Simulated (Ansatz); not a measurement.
Relaxed structures of CH5Si2 (charge -1), singlet (PBE0-D4/def2-TZVPD; forces vanish, vibrations not checked; lower isomers may exist, and structures with a doubtful reference or unclear bonds are left out; Å). Computed with Ansatz 0.2.0 (basis: def2-TZVPPD); correlated methods freeze the cores.

**Question.** Rank them by CCSD(T) energy, lowest first, and give each one's height above the lowest. Links in brackets join atoms within 1.22 times the sum of their covalent radii (1.1 for two metals). (An estimate is asked for; the value comes from the calculation.)
A.
CH₅Si₂ ([SiH][CH][SiH3]), total charge -1
```
8
angstrom
Si -1.3148 1.2468 -0.1508
C -0.0560 0.0206 -0.3714
Si 0.9132 -0.8136 0.9076
H 0.5503 -0.3797 2.2925
H 0.1657 -0.2699 -1.4019
H -1.2906 1.3408 1.3984
H 2.4149 -0.6285 0.8262
H 0.8070 -2.3249 0.9358
```
B.
CH₅Si₂ ([SiH2][CH][SiH2]), total charge -1
```
8
angstrom
Si -1.2500 1.5175 -0.9727
C -0.3138 0.0741 -0.4391
Si 0.7054 -0.3370 0.9882
H -2.1545 1.0671 -2.0945
H -0.0194 -0.5316 -1.3055
H -0.0389 -0.0460 2.2681
H -2.1753 1.9810 0.1253
H 0.9032 -1.8338 0.9724
```
C.
CH₅Si₂ ([CH3][SiH][SiH]), total charge -1
```
8
angstrom
Si -1.8637 1.4906 -0.7432
C 0.7162 -0.4477 0.9243
Si -0.2175 0.0611 -0.6638
H -1.9429 1.2623 -2.2650
H 0.4387 -0.7319 -1.7719
H 0.2916 0.0918 1.7762
H 1.7833 -0.2068 0.8688
H 0.6297 -1.5209 1.1260
```

**Answer.** Computed: C (0.00 kcal/mol), A (1.81 kcal/mol), B (26.73 kcal/mol). Heights count from the lowest.

T1 diagnostic: at most 0.028. The restricted Hartree–Fock reference is unstable towards an unrestricted one at one or more of these structures.

For scale, one of the runs: CCSD(T)/def2-TZVPPD, 218 basis functions, launched by `ansatz run in.yaml --threads 2 --pin off --events-out ev --progress --plain --max-ram 4352MiB`. Time: 52 s of wall clock on 2 CPU threads of an Arm Neoverse V2; the host was shared. Peak host memory: 3 GiB.
